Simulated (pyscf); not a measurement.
Elementary routes open to HC≡C–CH₃ + H₂O in the gas phase (singlet surface):
A. H₂C=C(CH₃)–OH (H–O broken; C–O, C–H formed)
B. H₃C–CH=CH–OH (H–O broken; C–H, C–O formed)

Structures and frequencies: ωB97X-D3(BJ)/def2-SVP in PySCF. Correlated levels are frozen-core, on RHF or UHF. ΔMP2 is the change of the MP2 total energy from the triple- to the quadruple-zeta basis.

### Question
Rank the routes by free-energy barrier at 900 K, lowest first, for CCSD(T)/def2-TZVPP + ΔMP2(QZVPP) energies (ideal gas, 1 atm, RRHO with modes under 100 cm⁻¹ raised to 100, one conformer, R ln 2 for chiral ones without a mode under 150 cm⁻¹).

### Answer
A (345.7 kJ/mol), B (361.5 kJ/mol)

Route A is the fastest of these, ahead of the next by 15.9 kJ/mol. The most stable products are those of A (ΔG = +21.5 kJ/mol), so kinetics and thermodynamics agree. At 298 K A is still the fastest. A: On the product side the descent ends in a point that may be a rotor saddle (no frequency run), 8.0 kJ/mol over the lowest minimum found and 351.2 kJ/mol under the saddle at ωB97X-D3(BJ)/def2-TZVP. B: On the product side the descent ends in a point that may be a rotor saddle (no frequency run), 5.8 kJ/mol over the lowest minimum found and 349.7 kJ/mol under the saddle at ωB97X-D3(BJ)/def2-TZVP. Only these routes are compared; each barrier is that of the saddle found, and lower ones may exist. The CCSD(T) − MP2 part came from Ansatz, without density fitting, on the same reference.
